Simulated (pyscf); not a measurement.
PySCF, gas phase, ωB97X-D3(BJ)/def2-SVP geometries.

Q: Estimate by transition-state theory the rate constant of H₃C–Sb(CH₃)–CH₃ + H₂S → H₃C–Sb(CH₃)–SH + CH₄ (singlet surface; C–Sb, H–S broken, S–Sb, C–H formed) at 600 K, with ωB97M-D3(BJ)/def2-TZVP energies (ideal gas, 1 atm, RRHO with modes under 100 cm⁻¹ raised to 100, one conformer, R ln 2 for chiral ones without a mode under 150 cm⁻¹; no tunnelling).

A: The electronic barrier is 45.4 kcal/mol and the thermal terms add +20.6, so ΔG‡ = 66.0 kcal/mol. With k_BT/h = 1.25e+13 s⁻¹ and RT = 1.192 kcal/mol, and a volume of 8.18e-20 cm³ per molecule at 1 atm, k = 9.6e-31 cm³ molecule⁻¹ s⁻¹. Wigner's tunnelling factor for 1290i cm⁻¹ would be 1.40, likely too low at so high a frequency. A shift of 1 kcal/mol in the barrier changes k by a factor 2.3. One saddle was located; it need not be the lowest between these sides. Elements past Kr carry the def2 core potentials, without spin-orbit coupling.
